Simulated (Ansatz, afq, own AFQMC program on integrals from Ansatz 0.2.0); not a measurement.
BH⁻, doublet: AFQMC among the cluster methods

```xyz
2

B     0.0000    0.0000    0.0000
H     0.0000    0.0000    1.7320
```

Basis aug-cc-pVDZ. Only valence electrons are correlated. AFQMC by an in-house program on the Cholesky factors that Ansatz 0.2.0 writes for its CCSD(T) run. The CISD trial takes its coefficients from CCSD amplitudes. Released means that phaseless walkers are propagated on without the constraint, phases kept. ± is one standard error of the sampling.

Determinant: UHF, the one that the program's search chose, which needn't be the lowest solution. The geometry is a point of a scan.

Full CI on the same integrals is exact in this basis and with this determinant's frozen core.

Cautions: an unrestricted solution with more broken spin lies lower (9 meV, ⟨S²⟩ 0.89); the released energies are still falling, so no released level is given (meV from the phaseless value at times in 1/Eh: -2.9 ± 1.8 at 0.24, -5.1 ± 2.0 at 0.51, -11.2 ± 1.7 at 0.99, -17.0 ± 1.9 at 1.62, -18.9 ± 1.5 at 2.40), though the last usable value meets full CI within the noise.

The T1 diagnostic is 0.0310, the weight of the determinant in the CISD state is 0.891 and the ⟨S²⟩ of the determinant is 0.765. The size of the correlated space is 5 electrons in 31 orbitals.

```csv
level,correlation energy (eV)
MP2,-2.1215
CCSD,-2.8882
CCSD(T),-2.9948
```

Problem. Estimate where phaseless AFQMC with a CISD trial lies against CCSD(T) on the same integrals.

Solution. 0.42 ± 0.05 kcal/mol below CCSD(T).

Reference: full CI, correlation energy -3.034 eV.

```csv
level,E − E(reference) (kcal/mol),share of correlation (%)
CCSD(T),0.91,98.70
CCSDT,0.11,99.84
CCSDT(Q),0.02,99.97
CCSDTQ,0.00,100.00
ph-AFQMC/CISD,0.49 ± 0.05,99.30
```

CCSDT and higher add their correlation energy to the determinant of the CCSD(T) run, since their own runs factorise the integrals more tightly (a shift of under 2 meV). A walk keeps the symmetry of its determinant, which the program's search chose and which needn't be the lowest solution, so a lower state of the same spin and another symmetry isn't excluded.
